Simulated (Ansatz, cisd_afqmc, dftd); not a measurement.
Species: C2H3Cl, charge 0, singlet. C2H3Cl (SMILES C=CCl).
B3LYP-D3(BJ)/def2-TZVP minimum from Ansatz (a program for electronic structure):
```
C
C 1 1.3205
H 1 1.0805 2 123.94
H 2 1.0811 1 122.25 3 180.00
H 2 1.0820 4 118.23 1 180.00
Cl 1 1.7376 3 112.62 2 180.00
```
Charge 0, spin multiplicity 1.

Property: atomisation energy (electronic, to ground-state atoms), in kcal/mol. UHF or UKS for unpaired electrons; spin-orbit terms are left out. Cores are frozen in correlated methods. Rows without X2C or -DK are non-relativistic. AFQMC/CISD: phaseless, guided by CISD from CCSD amplitudes; bars are statistical, one sigma. Outlying blocks are dropped, and bars are widened where a walk drifts. Over all cases where full CI ran beside it in this data, AFQMC minus full CI had a median of +0.1 mEh and passed +0.4 mEh in a tenth of the cases. CBS(X,Y): correlation extrapolated as X^-3, Hartree-Fock from the larger set (Q,5: extrapolated as (X+1)exp(-9√X)). A bracket is a step between two methods taken in the basis named. Functionals run without relativity, which enters their misses. Double hybrids freeze cores in their MP2 part. 'core' is core correlation in cc-pwCVTZ (1s frozen past Ne), 'X2C' scalar relativity in cc-pVTZ-DK, both at CCSD(T). For partners of very few electrons the exact lower level stands in for a higher one.

| level | program | atomisation energy (kcal/mol) | difference against the last row |
|---|---|---|---|
| HF/cc-pV(T+d)Z | Ansatz | 398.1 | -146.4 |
| HF/CBS(cc-pV(Q+d)Z,cc-pV(5+d)Z) | Ansatz | 399.1 | -145.4 |
| PBE0/def2-TZVPD | Ansatz | 546.4 | 1.9 |
| B2PLYP-D3(BJ)/def2-TZVPD | Ansatz + dftd3 | 538.3 | -6.2 |
| MP2/CBS(cc-pV(Q+d)Z,cc-pV(5+d)Z) | Ansatz | 553.3 | 8.8 |
| CCSD/cc-pV(5+d)Z | Ansatz | 529.1 | -15.4 |
| CCSD(T)/CBS(cc-pV(T+d)Z,cc-pV(Q+d)Z) + core + X2C | Ansatz | 544.1 | -0.4 |
| CCSDT(Q)/cc-pV(D+d)Z | Ansatz | 502.0 | -42.5 |
| AFQMC/CISD/cc-pV(D+d)Z | cisd_afqmc | 501.9 ± 0.3 | -42.6 |
| CCSD(T)/CBS(cc-pV(Q+d)Z,cc-pV(5+d)Z) + [CCSDT(Q) - CCSD(T)]/cc-pV(D+d)Z + core + X2C | Ansatz | 544.5 | 0.0 |
